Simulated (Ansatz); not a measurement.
# CH2F+ (triplet): from Hartree-Fock to the top rungs, def2-QZVPP

One table from this session's results is given with a row withheld; the runs are named, their logs left out.

Program: Ansatz 0.2.0, Gaussian basis. Level of theory: def2-QZVPP, core rule «outside noble gas», up to 2 orbitals frozen. These are calculated values, not measurements.

To be run: UHF; ROHF; CCSD(T) on UHF.

2 further runs of the same task are left out: 2 set aside as unsound or not needed.

## What is computed

The geometry is a PBE0/def2-TZVP stationary point (not a proven minimum) of the parent state, kept for this charge and spin.

4 atoms, charge 1, spin multiplicity 3.

Atoms are counted from 1 here; the program's logs count them from 0.

Bond lengths: C1–F2 1.329 Å, C1–H3 1.079 Å, C1–H4 1.079 Å. Angles: F2–C1–H3 116.3°, F2–C1–H4 116.3°, H3–C1–H4 127.5°.

The first run:

in.yaml reads:

```yaml
crystal:
  periodic: [false, false, false]
  atoms:
    - {symbol: C, position_ang: [0.000000, 0.000000, 0.735382]}
    - {symbol: F, position_ang: [0.000000, 0.000000, -0.593604]}
    - {symbol: H, position_ang: [0.000000, 0.967665, 1.212911]}
    - {symbol: H, position_ang: [0.000000, -0.967666, 1.212911]}
basis:
  gaussian: {orbitals: "def2-QZVPP.json"}
total_charge: 1
magnetization: {spin_polarized: true, initial_magnetization: 2}
hamiltonian: {xc: hf}
output: {orbitals: {seedname: orbitals}}
```

Launch:

```bash
$ ansatz run in.yaml --threads 1 --pin off --events-out ev --progress --plain --max-ram 2393MiB
```

Steps of the session up to this table: UHF; ROHF; CCSD(T) on UHF.

One table of the session follows, with a row left open; its other results are not shown here.

It belongs to the step «Misses and costs». 

| method | from UCCSD(T) (meV) |
| --- | --- |
| ROHF | +11773.3 |
| UHF | ? |
| UMP2 | +1446.2 |
| UCCSD | +396.9 |
| UCCSD(T) | 0 |

**Question.** Estimate the row for UHF.

**Answer.** from UCCSD(T) (meV): +11478.6. In the column «from UCCSD(T) (meV)» it lies between UMP2 (+1446.2) and ROHF (+11773.3).
